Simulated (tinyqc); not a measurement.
Worked calculation (part 3 of 3): ROHF in the sto-6g basis, for CH, spin multiplicity 4. This run ends on a higher stationary point, not on the lowest solution. Computed by tinyqc, a small Python program that keeps every step (integrals from PySCF). Command: `OMP_NUM_THREADS=1 python tinyqc.py 23354 23355 out.jsonl` (the two numbers bound the seeds that draw the settings). One thread of a shared host (Intel(R) Xeon(R) Processor @ 2.60GHz), about 0.1 s of CPU time with the checks.

Geometry (angstrom):
```
atom         x         y         z
C     0.000000  0.000000  0.000000
H     0.000000  0.000000  2.193000
```

## Convergence

Stop when the energy changes by less than 1e-10 hartree and every element of the error matrix X^T (F D S - S D F) X is below 3e-06.

Course of the cycle:
```
iteration   E (hartree)     change  largest element of the error matrix
1          -37.57060954          -                             1.03e-01
2          -37.92432066  -3.54e-01                             1.99e-01
3          -38.01180041  -8.75e-02                             7.64e-02
4          -38.02763918  -1.58e-02                             2.02e-02
5          -38.02759637   4.28e-05                             2.76e-02
6          -38.02908630  -1.49e-03                             1.18e-03
7          -38.02908916  -2.86e-06                             3.18e-05
8          -38.02908916  -2.10e-09                             2.27e-07
9          -38.02908916  -8.53e-14                             1.15e-07
```

PySCF ROHF in the same basis = -38.04419717 hartree

Converged in 9 iterations. But the solution lies 0.01511 hartree above the reference: it is another stationary point, not the lowest one. Reruns (cap 100 unless said): atomic densities as start, DIIS 8: converged in 20.

## Populations, bond orders and dipole

D(alpha) after iteration 9, order 1C 1s, 1C 2s, 1C 2px, 1C 2py, 1C 2pz, 2H 1s:
```
[[1.063254, -0.260465, 0.000000, 0.000000, -0.002261, 0.019553],
 [-0.260465, 1.072978, 0.000000, 0.000000, 0.011752, -0.101650],
 [0.000000, 0.000000, 0.013701, 0.116248, 0.000000, 0.000000],
 [0.000000, 0.000000, 0.116248, 0.986299, 0.000000, 0.000000],
 [-0.002261, 0.011752, 0.000000, 0.000000, 1.013676, -0.118294],
 [0.019553, -0.101650, 0.000000, 0.000000, -0.118294, 1.023203]]
```

D(beta) after iteration 9, order 1C 1s, 1C 2s, 1C 2px, 1C 2py, 1C 2pz, 2H 1s:
```
[[1.062199, -0.255619, 0.000000, 0.000000, -0.001507, -0.013108],
 [-0.255619, 1.050698, 0.000000, 0.000000, 0.006102, 0.048696],
 [0.000000, 0.000000, 0.000000, 0.000000, 0.000000, 0.000000],
 [0.000000, 0.000000, 0.000000, 0.000000, 0.000000, 0.000000],
 [-0.001507, 0.006102, 0.000000, 0.000000, 0.000035, 0.000283],
 [-0.013108, 0.048696, 0.000000, 0.000000, 0.000283, 0.002258]]
```

overlap S, order 1C 1s, 1C 2s, 1C 2px, 1C 2py, 1C 2pz, 2H 1s:
```
[[1.000000, 0.243228, 0.000000, 0.000000, 0.000000, 0.005054],
 [0.243228, 1.000000, 0.000000, 0.000000, 0.000000, 0.094697],
 [0.000000, 0.000000, 1.000000, 0.000000, 0.000000, 0.000000],
 [0.000000, 0.000000, 0.000000, 1.000000, 0.000000, 0.000000],
 [0.000000, 0.000000, 0.000000, 0.000000, 1.000000, 0.115611],
 [0.005054, 0.094697, 0.000000, 0.000000, 0.115611, 1.000000]]
```

Mulliken: Z minus the diagonal of D S on the atom; Loewdin: the same with S^(1/2) D S^(1/2); Mayer order: 2 sum_s sum (D(s) S)_ij (D(s) S)_ji over the two atoms.

Charges (e):
```
atom   Mulliken    Loewdin  Mulliken spin
1C     0.006836   0.009354       2.006836
2H    -0.006836  -0.009354       0.993164
```

Mayer bond orders:
```
pair     order
2-1   0.013579
```

dipole moment about the origin, x y z (debye): [0.000000, 0.000000, -0.116248]
